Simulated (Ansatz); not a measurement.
Species: C$_{3}$H$_{9}$N, SMILES `CN(C)C` (charge 0, multiplicity 1), formula C3H9N.

Task: How many basis functions does frozen-core CCSD(T)/cc-pVTZ // PBE0-D3(BJ)/def2-SVP (Ansatz, a first-principles code) use, how many core orbitals are frozen, and how many electrons are correlated?

Result: 246 basis functions and 4 frozen orbitals, which leaves 26 correlated electrons. Core time is of the order of minutes.
